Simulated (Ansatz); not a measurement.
C2H4FNOS, SMILES `N/C(S)=C(\O)F`. Total charge 0; spin multiplicity 1. The structure was optimised at the PBE0-D4/def2-TZVP level. It is one conformer, not always the lowest.

```xyz
10

N     1.341   -0.150   -0.459
C     0.078    0.386   -0.177
S    -0.224    2.033   -0.690
C    -0.855   -0.302    0.481
O    -0.681   -1.570    0.893
F    -2.016    0.224    0.874
H     1.409   -1.126   -0.204
H     1.605   -0.009   -1.425
H     0.849    2.571   -0.078
H    -1.506   -2.057    0.785
```

Task: What is the dipole moment at r2SCAN/def2-TZVPP? (Best estimate.)

Result: The calculation gave: 2.33 D, with components (0.27, -2.20, -0.73) D in this frame, pointing from negative to positive charge.

Task: And with PBE, B3LYP, ωB97M-V? (Best estimate.)

Result: Ansatz gave: PBE 2.28 D, B3LYP 2.25 D, ωB97M-V 2.23 D.

Task: Give the Mulliken charges with r2SCAN, PBE, ωB97M-V in def2-TZVPP. (Estimate.)

Result: The calculation gave: 
```
atom  r2SCAN    PBE  ωB97M-V
  N1   -0.33  -0.29    -0.26
  C2    0.02  -0.01    -0.02
  S3   -0.15  -0.17    -0.13
  C4    0.35   0.26     0.32
  O5   -0.33  -0.27    -0.30
  F6   -0.19  -0.15    -0.18
  H7    0.15   0.15     0.11
  H8    0.16   0.16     0.13
  H9    0.10   0.11     0.12
 H10    0.23   0.21     0.20
```

B3LYP here is the variant with VWN-RPA as its local correlation; programs differ in this.
